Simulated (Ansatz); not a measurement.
# SiNHO (triplet): wave-function methods side by side, def2-TZVPP

An exercise on one series of results from a longer session: the logs are not shown, and one member is left open.

Program: Ansatz 0.2.0, Gaussian basis. Level of theory: def2-TZVPP, core rule «outside noble gas», up to 7 orbitals frozen. These are calculated values, not measurements.

Plan: UHF; ROHF; CCSD(T) on UHF.

2 further runs of the same task are left out: 2 set aside as unsound or not needed.

## What is computed

The geometry is a PBE0/def2-TZVP stationary point (not a proven minimum).

4 atoms, charge 0, spin multiplicity 3.

Atoms are counted from 1 here; the program's logs count them from 0.

Bond lengths: O1–N2 1.340 Å, O1–H4 0.970 Å, N2–Si3 1.779 Å. Angles: N2–O1–H4 105.4°, O1–N2–Si3 115.0°.

Set-up of the first run:

Contents of in.yaml:

```yaml
crystal:
  periodic: [false, false, false]
  atoms:
    - {symbol: O, position_ang: [0.000000, 0.337434, 1.469190]}
    - {symbol: N, position_ang: [0.000000, -0.573001, 0.485749]}
    - {symbol: Si, position_ang: [0.000000, 0.099776, -1.161533]}
    - {symbol: H, position_ang: [0.000000, -0.173786, 2.294129]}
basis:
  gaussian: {orbitals: def2-TZVPP}
magnetization: {spin_polarized: true, initial_magnetization: 2}
hamiltonian: {xc: hf}
output: {orbitals: {seedname: orbitals}}
```

On the command line:

```sh
> ansatz run in.yaml --threads 1 --pin off --events-out ev --progress --plain --max-ram 4096MiB --backend cpu
```

Among the steps run: UHF; ROHF; CCSD(T) on UHF.

One of the session's tables, all rows but one given; the rest of the session is left out.

| method | from UCCSD(T) (meV) |
| --- | --- |
| ROHF | ? |
| UHF | +14619.8 |
| UMP2 | +1414.1 |
| UCCSD | +614.1 |
| UCCSD(T) | 0 |

Q: Estimate the row for ROHF from the others.

As computed: from UCCSD(T) (meV): +14911.7. In the column «from UCCSD(T) (meV)» it is the highest.

With the free atoms at the same levels and basis (separate runs), the atomisation energy is 9.822 eV at UCCSD(T), 4.850 eV at ROHF.
